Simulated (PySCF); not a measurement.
Work out the structure from these simulated measurements.

Formula: CH2O2.

- XPS: C1s 295.6, O1s 538.7, O1s 540.8 eV [ΔSCF SCAN, pcX-2 on the ionised atom, pcseg-1 elsewhere, spin-free X2C]
- Triplet: lowest triplet excitation (Tamm–Dancoff): 5.33 eV [TDA PBE0/def2-SVPD]
- 1H NMR: chemical shifts (computed TMS as zero) by class: 7.86 (1 H), 6.27 (1 H) ppm [GIAO PBE0/pcSseg-1]
- 13C NMR: chemical shifts (computed TMS as zero) by class: 162.9 (1 C) ppm [GIAO PBE0/pcSseg-1]
- Rotational structure: rotational constants A, B, C: 79.211, 12.253, 10.612 GHz [GFN2-xTB]
- UV, strongest line: among the 8 lowest singlet transitions: S5 at 8.92 eV (139 nm, f = 0.232) [TDDFT PBE0/def2-SVPD]

The electronic properties come from PySCF, for the isolated species, density fitting. Levels stand in brackets. The structure is a single GFN2-xTB conformer in the gas phase; no vibrational or solvent corrections. NMR classes are plain means over equivalent atoms (diastereotopic ones count apart unless rotation or inversion swaps them), as if these changed places fast.

**Question.** Give a SMILES that accounts for the data.

**Answer.** Numbering: `[O:1]=[CH:2][OH:3]`. Its formula, CH2O2, gives 1 degree of unsaturation: 0 rings and 1 π bond in the structure found. The one carbon: carboxylic acid carbon [C2] (162.9 ppm). Hydrogen classes from least to most shielded: 1 H on a carboxylic acid carbon, C2 (7.86 ppm), 1 H on an acid hydroxyl oxygen, O3 (6.27 ppm). The core levels belong to: C1s 295.6 eV, carboxylic acid carbon [C2]; O1s 538.7 eV, acid carbonyl oxygen [O1]; O1s 540.8 eV, acid hydroxyl oxygen [O3]. The optimised geometry has point group Cs and is an asymmetric top. Structure: formic acid (`O=CO`). The assignments are read from this structure; whether some other isomer fits the data as well wasn't checked.

Conformer computed: `[O:1]=[CH:2][OH:3]`: H–O3–C2–O1 0°.
